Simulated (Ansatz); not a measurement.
Two structures of CH$_{5}$BO, singlet, reached by relaxing down either side of one saddle point (PBE0-D4/def2-TZVP). Energies are electronic, without zero-point energy. Ansatz 0.2.0; basis: def2-TZVPP and def2-QZVPP; cores frozen in the correlated methods. Extrapolation: Hartree–Fock as exp(−7.88 √X), correlation as X^−2.97. First:

B1  (-1.309, -0.238, 0.222)
O2  (-0.108, -0.714, -0.125)
C3  (1.040, 0.109, -0.193)
H4  (0.802, 1.143, 0.069)
H5  (-1.445, 0.928, 0.491)
H6  (-2.215, -1.020, 0.249)
H7  (1.440, 0.072, -1.208)
H8  (1.793, -0.279, 0.495)
(Å)

Second:

```xyz
8
angstrom
B -1.0380 0.0949 0.4265
O 0.0297 -0.3434 -0.6808
C 1.2215 -0.1423 -0.5621
H -0.3821 0.6192 1.3030
H -1.7730 0.8337 -0.1835
H -1.5621 -0.9509 0.7262
H 1.8931 -0.4698 -1.3605
H 1.6109 0.3589 0.3312
```

(1) Which bonds change from the first to the second?

(2) Give the saddle point's structure and its height above each. (An estimate is asked for; the value comes from the calculation.)

The T1 diagnostic stays at or below 0.020.

Results:

(1) CH₅BO ([BH2][O][CH3]) → CH₂O ([CH2][O]) + BH₃ (still joined by a long B–O bond); bonds formed: B1–H4; bonds broken: C3–H4; bonds weakened to dative contacts: B1–O2.

(2) The calculation gives: 2.668 eV above the first and 0.669 eV above the second (CCSD(T) at an estimated basis limit (MP2 extrapolated from triple and quadruple zeta, plus CCSD(T) − MP2 in triple zeta)).
```csv
atom,x (Å),y (Å),z (Å)
B1,-0.9329,0.1295,0.3755
O2,-0.0670,-0.4987,-0.9785
C3,1.0285,-0.2210,-0.4943
H4,-0.1712,0.9685,0.8509
H5,-1.7999,0.6915,-0.2348
H6,-1.1584,-0.8174,1.0745
H7,1.7592,0.3614,-1.0750
H8,1.3418,-0.6135,0.4817
```

Labels in which every atom is bracketed show which atoms are joined, not bond orders.

For scale, one of the runs: CCSD(T)/def2-TZVPP, 163 basis functions, launched by `ansatz run in.yaml --threads 2 --pin off --events-out ev --progress --plain --max-ram 4352MiB`. The run took 18 s on 2 CPU threads of an Arm Neoverse V2 (shared host), with 1.3 GiB of host memory at its peak.
